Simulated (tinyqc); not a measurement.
CIS and TDHF on RHF in the sto-6g basis, frozen core, for H2O, spin multiplicity 1, step by step (part 2 of 2). Computed by tinyqc, a small Python program that keeps every step (integrals from PySCF). Command: `OMP_NUM_THREADS=1 python tinyqc.py 30984 30985 out.jsonl` (the two numbers bound the seeds that draw the settings). One thread of a shared host (Intel(R) Xeon(R) Processor @ 2.60GHz), about 0.1 s of CPU time with the checks.

Geometry (angstrom):
```
atom        x         y        z
O     0.00000   0.00000  0.00000
H     0.00000   0.70200  0.64100
H     0.00000  -0.70200  0.64100
```

## CIS triplet states

CIS matrix A, triplet (hartree):
```
          2>6       2>7       3>6       3>7       4>6       4>7      5>6      5>7
2>6   1.27942   0.00000   0.00000  -0.09486  -0.05594   0.00000  0.00000  0.00000
2>7   0.00000   1.38072  -0.09486   0.00000   0.00000   0.00942  0.00000  0.00000
3>6   0.00000  -0.09486   0.64536   0.00000   0.00000  -0.04705  0.00000  0.00000
3>7  -0.09486   0.00000   0.00000   0.70824  -0.04705   0.00000  0.00000  0.00000
4>6  -0.05594   0.00000   0.00000  -0.04705   0.54038   0.00000  0.00000  0.00000
4>7   0.00000   0.00942  -0.04705   0.00000   0.00000   0.59280  0.00000  0.00000
5>6   0.00000   0.00000   0.00000   0.00000   0.00000   0.00000  0.42125  0.00000
5>7   0.00000   0.00000   0.00000   0.00000   0.00000   0.00000  0.00000  0.49871
```

Diagonalise A (1 hartree = 27.211386 eV); each vector has its largest component positive (the first on a tie).

triplet excitation energies (eV): 11.46289  13.57067  14.14267  15.32190  18.03455  19.33406  35.31463  37.90684

lowest vectors:
```
     state 1  state 2  state 3  state 4   state 5   state 6
2>6  0.00000  0.00000  0.10633  0.00000   0.00000   0.12766
2>7  0.00000  0.00000  0.00000  0.05310   0.11696   0.00000
3>6  0.00000  0.00000  0.00000  0.54107   0.83133   0.00000
3>7  0.00000  0.00000  0.29082  0.00000   0.00000   0.94437
4>6  0.00000  0.00000  0.95085  0.00000   0.00000  -0.30311
4>7  0.00000  0.00000  0.00000  0.83930  -0.54333   0.00000
5>6  1.00000  0.00000  0.00000  0.00000   0.00000   0.00000
5>7  0.00000  1.00000  0.00000  0.00000   0.00000   0.00000
```

## TDHF (RPA) triplet states

Two-electron integrals over orbitals (pq|rs), unique and non-zero (hartree); the lowest 1 orbital is frozen and left out:
```
(22|22) 0.73516    (32|32) 0.14364    (33|22) 0.65337    (33|33) 0.64057
(42|22) 0.00560    (42|33) 0.00543    (42|42) 0.12265    (43|32) 0.01708
(43|43) 0.04882    (44|22) 0.67184    (44|33) 0.60265    (44|42) -0.10301
(44|44) 0.77491    (52|52) 0.14410    (53|53) 0.02945    (54|52) -0.04937
(54|54) 0.05712    (55|22) 0.74907    (55|33) 0.63570    (55|42) -0.07237
(55|44) 0.72516    (55|55) 0.88066    (62|22) 0.14761    (62|33) 0.08243
(62|42) 0.01863    (62|44) 0.08434    (62|55) 0.16002    (62|62) 0.10515
(63|32) -0.03266   (63|43) -0.02682   (63|63) 0.06452    (64|22) 0.09368
(64|33) 0.04492    (64|42) -0.04173   (64|44) 0.12538    (64|55) 0.11910
(64|62) 0.05872    (64|64) 0.07412    (65|52) 0.05756    (65|54) -0.00157
(65|65) 0.03850    (66|22) 0.62815    (66|33) 0.57933    (66|42) 0.05594
(66|44) 0.55864    (66|55) 0.59980    (66|62) 0.10462    (66|64) 0.04441
(66|66) 0.61091    (72|32) 0.03795    (72|43) -0.03697   (72|63) 0.03608
(72|72) 0.06090    (73|22) 0.13231    (73|33) 0.09040    (73|42) -0.08204
(73|44) 0.15414    (73|55) 0.18703    (73|62) 0.07635    (73|64) 0.08311
(73|66) 0.03832    (73|73) 0.15527    (74|32) -0.08006   (74|43) 0.00174
(74|63) 0.04267    (74|72) -0.01497   (74|74) 0.07215    (75|53) 0.02349
(75|75) 0.02351    (76|32) 0.09486    (76|43) 0.04705    (76|63) -0.05759
(76|72) -0.01305   (76|74) -0.05946   (76|76) 0.11182    (77|22) 0.62361
(77|33) 0.61322    (77|42) -0.00942   (77|44) 0.60298    (77|55) 0.61910
(77|62) 0.06845    (77|64) 0.03754    (77|66) 0.57348    (77|73) 0.08244
(77|77) 0.61712
```

B(ia,jb) = - (ib|ja); the squared energies are the eigenvalues of (A - B)(A + B); 1 hartree = 27.211386 eV.

TDHF matrix B, triplet (hartree):
```
          2>6       2>7       3>6       3>7       4>6       4>7       5>6       5>7
2>6  -0.10515   0.00000   0.00000  -0.03608  -0.05872   0.00000   0.00000   0.00000
2>7   0.00000  -0.06090  -0.07635   0.00000   0.00000   0.01497   0.00000   0.00000
3>6   0.00000  -0.07635  -0.06452   0.00000   0.00000  -0.08311   0.00000   0.00000
3>7  -0.03608   0.00000   0.00000  -0.15527  -0.04267   0.00000   0.00000   0.00000
4>6  -0.05872   0.00000   0.00000  -0.04267  -0.07412   0.00000   0.00000   0.00000
4>7   0.00000   0.01497  -0.08311   0.00000   0.00000  -0.07215   0.00000   0.00000
5>6   0.00000   0.00000   0.00000   0.00000   0.00000   0.00000  -0.03850   0.00000
5>7   0.00000   0.00000   0.00000   0.00000   0.00000   0.00000   0.00000  -0.02351
```

squared energies w^2 (hartree^2): 0.17597  0.24816  0.24893  0.29314  0.43426  0.48465  1.67182  1.93050

TDHF energies from the positive w^2 (eV): 11.41492  13.55559  13.57664  14.73278  17.93178  18.94377  35.18400  37.80812
